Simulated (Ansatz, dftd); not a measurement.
Reaction: C2H (SMILES [C]#C, doublet) → C2H- (SMILES C#[C-]) (an electron is taken up)
Each species at its own B3LYP-D3(BJ)/def2-TZVP minimum (Ansatz, a quantum-chemistry and plane-wave program).

Property: adiabatic electron affinity (electronic), positive where energy is released, in eV. UHF or UKS for unpaired electrons; spin-orbit terms are left out. Cores are frozen in correlated methods. Rows without X2C or -DK are non-relativistic. CBS(X,Y): correlation extrapolated as X^-3, Hartree-Fock from the larger set. A bracket is a step between two methods taken in the basis named. The functionals are non-relativistic, so their misses hold any scalar relativity. Double hybrids freeze cores in their MP2 part. 'core' is core correlation in cc-pwCVTZ, 'X2C' scalar relativity in cc-pVTZ-DK, both at CCSD(T). def2-TZVPD holds few diffuse functions, which lowers the functionals' binding of the extra electron. The UHF reference of C2H ([C]#C, doublet) is spin-contaminated (<S^2> up to 0.36 over the pure value in the sets run).

```
level                                                                                        program  adiabatic electron affinity (eV)  difference against the last row
------------------------------------------------------------------------------------  --------------  --------------------------------  -------------------------------
HF/aug-cc-pVDZ                                                                                Ansatz                              1.58                            -1.40
HF/aug-cc-pVQZ                                                                                Ansatz                              1.51                            -1.47
r2SCAN-D3(BJ)/def2-TZVPD                                                              Ansatz + dftd3                              2.80                            -0.18
r2SCAN-D4/def2-TZVPD                                                                  Ansatz + dftd4                              2.80                            -0.18
B2PLYP-D4/def2-TZVPD                                                                  Ansatz + dftd4                              2.97                            -0.01
B2GP-PLYP-D4/def2-TZVPD                                                               Ansatz + dftd4                              2.97                            -0.01
CCSD/aug-cc-pVQZ                                                                              Ansatz                              2.86                            -0.12
CCSDT(Q)/aug-cc-pVDZ                                                                          Ansatz                              2.88                            -0.10
CCSDT(Q)/aug-cc-pVTZ                                                                          Ansatz                              2.94                            -0.04
CCSD(T)/CBS(aug-cc-pVTZ,aug-cc-pVQZ) + [CCSDT(Q) - CCSD(T)]/aug-cc-pVDZ + core + X2C          Ansatz                              2.98                             0.00
CCSD(T)/CBS(aug-cc-pVTZ,aug-cc-pVQZ) + [CCSDT(Q) - CCSD(T)]/aug-cc-pVTZ + core + X2C          Ansatz                              2.98                             0.00
```
